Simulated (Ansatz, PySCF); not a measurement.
Species: C2H3N, charge 0, singlet. C2H3N (acetonitrile, SMILES C(C)#N).
B3LYP-D3(BJ)/def2-TZVP minimum from Ansatz (a first-principles code):
```
C
H 1 1.0902
H 1 1.0902 2 108.78
H 1 1.0902 2 108.78 3 118.36
C 1 1.4544 2 110.15 3 -120.82
N 5 1.1493 3 150.78 1 180.00
```
Charge 0, spin multiplicity 1.

Total energies in hartree (Ansatz). UHF or UKS for unpaired electrons; spin-orbit terms are left out. Correlated methods leave the cores frozen. No relativity. For partners of very few electrons the exact lower level stands in for a higher one.

| species | HF/cc-pVTZ | CCSD(T)/cc-pVTZ | HF/cc-pVQZ | CCSD(T)/cc-pVQZ | CCSD(T)/cc-pVDZ | CCSDT(Q)/cc-pVDZ |
|---|---|---|---|---|---|---|
| 1: C2H3N (acetonitrile, SMILES C(#N)C) | -131.97382 | -132.52744 | -131.98271 | -132.56554 | -132.39798 | -132.40002 |
| 2: C (triplet) | -37.69157 | -37.78076 | -37.69331 | -37.78654 | -37.76038 | -37.76071 |
| 3: N (quartet) | -54.40069 | -54.51471 | -54.40372 | -54.52482 | -54.47850 | -54.47866 |
| 4: H (doublet) | -0.49981 | -0.49981 | -0.49995 | -0.49995 | -0.49928 | -0.49928 |

Task: Work out the enthalpy of formation at 298 K (by atomisation, with ideal-gas terms from PySCF's Hessian at B3LYP-D3(BJ)/def2-TZVP and the atoms' measured values of the G2/97 table; no spin-orbit terms) in kcal/mol: take Hartree-Fock from cc-pVQZ, extrapolate the CCSD(T) correlation energy as X^-3 (X = 3, 4), and add CCSDT(Q) - CCSD(T) in cc-pVDZ. The further terms named in the bracket sum to +1.01041 hartree. 1 hartree = 627.51 kcal/mol.

Result: 
Species 1: correlation (64·(-0.58283) - 27·(-0.55362))/37 = -0.60415; step -0.00204; E1 = -131.98271 + (-0.60415) + (-0.00204) = -132.58890
Species 2: correlation (64·(-0.09323) - 27·(-0.08919))/37 = -0.09618; step -0.00033; E2 = -37.69331 + (-0.09618) + (-0.00033) = -37.78982
Species 3: correlation (64·(-0.12110) - 27·(-0.11402))/37 = -0.12627; step -0.00016; E3 = -54.40372 + (-0.12627) + (-0.00016) = -54.53015
Species 4: correlation (64·(0.00000) - 27·(0.00000))/37 = 0.00000; step +0.00000; E4 = -0.49995 + (0.00000) + (+0.00000) = -0.49995
+1·E1 -2·E2 -1·E3 -3·E4 +1.01041 = 0.03115 hartree = 19.5 kcal/mol. Measured: 18.0 kcal/mol, 75.3 kJ/mol (G2/97 table in ASE (Curtiss et al.)); atomic spin-orbit terms, which the calculations lack, would raise the computed values. The composite differs from it by +1.5 kcal/mol; core, relativistic and spin-orbit terms are not in it.
